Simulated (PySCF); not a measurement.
C5H9N.
Numbering: `[CH2:1]=[N:2][C:3](=[CH2:4])[CH2:5][CH3:6]` (hydrogens: H7, H8 on C1; H9, H10 on C4; H11, H12 on C5; H13, H14, H15 on C6)

Structure used (GFN2-xTB), in Å, numbered top down from 1:
```xyz
15
C5H9N angstrom
C      2.055    0.178   -1.310
N      0.887   -0.125   -0.972
C      0.234    0.419    0.120
C      0.152    1.732    0.326
C     -0.506   -0.601    0.942
C     -1.659   -1.201    0.140
H      2.459   -0.262   -2.211
H      2.706    0.854   -0.748
H      0.651    2.436   -0.319
H     -0.459    2.141    1.111
H     -0.885   -0.128    1.849
H      0.185   -1.397    1.229
H     -1.279   -1.651   -0.773
H     -2.374   -0.427   -0.129
H     -2.171   -1.963    0.724
```

Computed with wB97X-D/def2-SVPD in PySCF (dipole) on a GFN2-xTB geometry, gas phase.

Masses are those of the commonest isotopes; rigid-rotor values at the optimised geometry. The values belong to one conformer with, in the numbering `[CH2:1]=[N:2][C:3](=[CH2:4])[CH2:5][CH3:6]`, C1–N2–C3–C4 51°, N2–C3–C5–C6 -66°.

(1) Give the principal moments of inertia and the rotational constants in cm⁻¹.

(2) Classify the top.

(3) Is it planar, by Δ = Ic − Ia − Ib?

(4) Which lines would a microwave search look for?

(5) Estimate the classical rotational partition function at 10 K, 25 K and 200 K.

Results:

(1) Ia = 86.19, Ib = 190.02, Ic = 246.63 u·Å²; 505379 MHz·u·Å²/I gives 5864, 2660 and 2049 MHz, that is A = 0.19560, B = 0.08872, C = 0.06835 cm⁻¹.

(2) An asymmetric top. Ray's parameter κ = (2B − A − C)/(A − C) = -0.680; −1 is the prolate and +1 the oblate limit.

(3) Not planar: Δ = Ic − Ia − Ib = -29.57 u·Å². For a rigid frame Δ = −2 Σ m c², so Σ m c² = 14.79 u·Å² lies off the ab plane: 6.40 from hydrogen and 8.39 from heavier atoms. The atom farthest from that plane is 1.52 Å away.

(4) The dipole components are |μa| = 0.78 D, |μb| = 0.31 D, |μc| = 0.69 D. Intensities carry the squares of the components, which stand as 1.00 : 0.16 : 0.77 (a : b : c). Some lines, for components of 0.1 D or more:

```csv
type,branch,"J(Ka,Kc)",MHz,lower level (cm⁻¹)
a,Q,"1(1,0) ← 1(1,1)",611,0.264
a,Q,"2(1,1) ← 2(1,2)",1832,0.558
c,Q,"2(1,2) ← 2(0,2)",2673,0.469
b,Q,"1(1,0) ← 1(0,1)",3815,0.157
b,Q,"2(1,1) ← 2(0,2)",4504,0.469
a,R,"1(0,1) ← 0(0,0)",4709,0.000
b,R,"1(1,1) ← 0(0,0)",7913,0.000
a,R,"2(0,2) ← 1(0,1)",9338,0.157
b,Q,"2(2,0) ← 2(1,1)",9692,0.619
b,Q,"2(2,1) ← 2(1,2)",11444,0.558
b,R,"2(1,2) ← 1(0,1)",12011,0.157
c,R,"2(1,1) ← 1(0,1)",13843,0.157
c,R,"2(2,1) ← 1(1,1)",20251,0.264
b,R,"2(2,0) ← 1(1,1)",20330,0.264
```

(5) Point group C1, symmetry number σ = 1; q = (√π/σ)·√((kT/h)³/(ABC)), k/h = 20836.6 MHz/K: 943 at 10 K, 3730 at 25 K, 84300 at 200 K.

Stationary, but not proved a minimum. No vibrational averaging or centrifugal distortion is included, and the geometry carries the error of its method. A rigid rotor knows nothing of internal rotation, which can split or shift real lines. Quadrupole hyperfine structure (14N) is left out.
